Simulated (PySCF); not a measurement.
Molecule: N-Methyl Propargyl Amine (SMILES CNCC#C).

Cartesian coordinates in Å; atom numbers follow the order of the lines, from 1:
```xyz
12

C     2.803   -0.004    0.927
C     1.600    0.037    0.800
C     0.151    0.120    0.647
N    -0.254    0.166   -0.739
C    -1.675    0.317   -0.914
H     3.870   -0.050    1.042
H    -0.212    0.987    1.247
H    -0.305   -0.771    1.117
H     0.255    0.902   -1.222
H    -1.915    0.386   -1.985
H    -2.115    1.204   -0.405
H    -2.198   -0.571   -0.520
```

Spin–spin couplings on one PBE0-D3(BJ)/def2-SVP geometry, PySCF 2.14.0 with density-fitted response routines, gas phase, non-relativistic, equivalent pairs averaged (spin–dipole term only in couplings to heteroatoms); isotopes $^{13}$C, $^{1}$H, $^{15}$N; functional B3LYP.

How do the couplings (Hz) change with the basis set? Times are CPU seconds on shared hosts with different chips, so compare them loosely. Far from the basis limit: 6-31G*, pcJ-0, 6-31G-J, def2-TZVP, cc-pVTZ.

Results:


```
basis set  functions  $^{1}J$(C1,H6)  $^{1}J$(C1,C2)  $^{1}J$(C3,H7)  $^{1}J$(C5,H10)  $^{1}J$(C2,C3)  $^{1}J$(N4,H9)  $^{1}J$(C3,N4)  core-s
   6-31G*         84           237.7           185.7           157.8            145.1            81.8           -71.4           -12.1     7.3
    pcJ-0         86           261.2           169.4           121.2            116.7            63.8           -59.1            -2.5     5.7
  6-31G-J         88           284.0           196.8           144.4            141.9            80.8           -74.5            -4.4     6.3
def2-TZVP        197           258.2           194.5           132.5            130.3            77.8           -67.6            -4.4      25
    pcJ-1        205           272.4           198.5           139.8            137.7            80.0           -72.4            -6.2      16
  cc-pVTZ        248           255.7           305.9           121.5            122.9            71.9           -58.3            -3.7      29
```

The Fermi-contact term samples the wavefunction at the nucleus, which is why sets with added tight s functions (names with J) are made for couplings.
